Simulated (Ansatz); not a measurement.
# C2H5Mg: the cost of one run

The runs use Ansatz 0.2.0, Gaussian basis; single points with forces in def2-TZVPPD.

Levels: PBE-D4, r2SCAN-D4, PBE0-D4, wB97M-V, Hartree-Fock, MP2, CCSD, CCSD(T). Each coordinate is moved by a Gaussian draw of the width named (0.7 of it for atoms other than hydrogen): 0.12, 0.09, 0.06, 0.09 Å.

Correlated methods freeze the cores. The outer core shell of Li, Na, Mg and K is correlated.

5 further runs of the same task are left out: 1 that didn't finish, 4 set aside as unsound or not needed.

## 1. The system as given

8 atoms, charge -1, spin multiplicity 1.

Atoms are counted from 1 here; the program's logs count them from 0.

Bond lengths: C1–Mg2 2.047 Å, C1–H4 1.139 Å, C1–H5 1.138 Å, Mg2–C3 2.309 Å, C3–H6 1.109 Å, C3–H7 1.108 Å, C3–H8 1.109 Å. Angles: Mg2–C1–H4 99.1°, Mg2–C1–H5 98.7°, H4–C1–H5 100.8°, C1–Mg2–C3 145.9°, Mg2–C3–H6 113.5°, Mg2–C3–H7 116.0°, Mg2–C3–H8 112.9°, H6–C3–H7 104.4°, H6–C3–H8 104.5°, H7–C3–H8 104.4°.

Geometry (Å):

```xyz
8
charge -1, multiplicity 1
C    -1.6565    1.3683   -1.0675
Mg   -0.0993    0.1172   -0.6207
C     1.0562   -0.9766    1.0528
H    -2.0500    0.8418   -1.9971
H    -1.0646    2.2185   -1.5389
H     1.3732   -0.3104    1.8803
H     1.9865   -1.4931    0.7439
H     0.4545   -1.7656    1.5472
```

## 2. Finding the minimum

relax/in.yaml reads:

```yaml
crystal:
  periodic: [false, false, false]
  atoms:
    - {symbol: C, position_ang: [-1.656500, 1.368300, -1.067540]}
    - {symbol: Mg, position_ang: [-0.099350, 0.117160, -0.620680]}
    - {symbol: C, position_ang: [1.056170, -0.976620, 1.052830]}
    - {symbol: H, position_ang: [-2.049990, 0.841770, -1.997150]}
    - {symbol: H, position_ang: [-1.064620, 2.218480, -1.538910]}
    - {symbol: H, position_ang: [1.373230, -0.310390, 1.880340]}
    - {symbol: H, position_ang: [1.986540, -1.493090, 0.743910]}
    - {symbol: H, position_ang: [0.454510, -1.765610, 1.547200]}
basis:
  gaussian: {orbitals: def2-TZVPD}
total_charge: -1
hamiltonian: {xc: pbe0, dispersion: d4}
relax: {f_tol: 0.005, max_steps: 200}
```

Launch:

```sh
> ansatz run in.yaml --threads 2 --pin off --events-out ev --progress --plain --max-ram 4352MiB
```

**Question.** How long does this run take on 2 threads of Arm Neoverse V1, shared host, and how much memory does it need?

About 30 s, with a peak of 0.28 GiB.
